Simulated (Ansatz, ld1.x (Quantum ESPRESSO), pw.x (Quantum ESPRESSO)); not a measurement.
**Li (Z = 3): one change to the TM potential, in the atom and in the diamond crystal**

* Element: Li
* Generator: ld1.x (Quantum ESPRESSO) 7.5
* Type: norm-conserving Troullier–Martins (Kleinman–Bylander form)
* Functional: LDA (PW92)
* Relativity: scalar-relativistic
* Frozen core: [He]
* Valence charge: 1
* Reference configuration: 2s0.5 2p0 (charge +0.5)
* Partial waves: 2s (bound): rc 1.80 bohr; 2p (bound, empty): rc 4.20 bohr
* Local potential: the p channel
* Core correction: a·sin(br)/r model core, default radius (core density twice the valence density)

Change: core correction a·sin(br)/r model core inside 0.72 bohr.

Cutoffs, loose and tight: the cutoffs (Ry, on a coarse ladder) from which the occupation-weighted sum of valence levels, in a spherical-Bessel basis at the reference potential, stays within 10 and 1 mRy of its value at 400 Ry. They do not see the model core or the augmentation charge, which bear on the density cutoff. Test errors are all-electron minus pseudo excitation energies from the reference, over the configurations 2s1 2p0; 2s0 2p1 (two spin-polarised tests are not counted in the largest error); variants that change the core or the reference have their own tests.

Crystal test: diamond Li in pw.x 7.5, no spin, 8³ k-points, Fermi–Dirac smearing 0.01 Ry, cutoffs set for each file from its atomic test. The reference is all-electron LAPW (Ansatz 0.2.0) with the same functional, mesh and smearing; V0 and B0 come from Birch–Murnaghan fits to the pressures at five volumes. Errors are pseudo minus all-electron; Δ is the rms difference of the E(V) curves that follow from these fits, minima aligned, over ±6 % about the mean V0. Mesh and smearing are coarse, so the numbers serve the comparison and aren't converged zero-temperature values; the lattice is a test structure that the element need not adopt.

All-electron: a0 = 5.734 Å (V0 = 23.57 Å³/atom), B0 = 5.8 GPa.

Question: Does the change bring the crystal closer to the all-electron result?

Answer: The mean pressure error goes from +0.10 to +0.16 GPa, so the change moves the solid further from the all-electron pressures.

```csv
quantity,base,changed
outcome (atom),generated,generated
"cutoff, loose (atom)",6 Ry,6 Ry
"cutoff, tight (atom)",18 Ry,18 Ry
bound ghosts (atom),none,none
largest test error (meV) (atom),+1.1,+0.9
cutoffs in pw.x (Ry),50/200,50/200
a0 (Å),5.768,5.788
a0 error (%),+0.58,+0.94
B0 error (%),-3.0,-4.3
Δ (meV/atom),0.5,0.8
mean pressure error (GPa),+0.10,+0.16
```

Base: The largest radius (4.20 bohr) exceeds half the bond length (2.35 bohr), so the spheres overlap, which is one possible source of error among others. This is a poor potential for the solid. Changed file: The largest radius (4.20 bohr) exceeds half the bond length (2.35 bohr), so the spheres overlap, which is one possible source of error among others. This is a poor potential for the solid. The free energy does not fall steadily as the cutoff rises, most likely since the density grid, which shrinks with it, is too coarse for the model core; the lower cutoffs are not converged. The atomic cutoffs weigh occupied waves only.
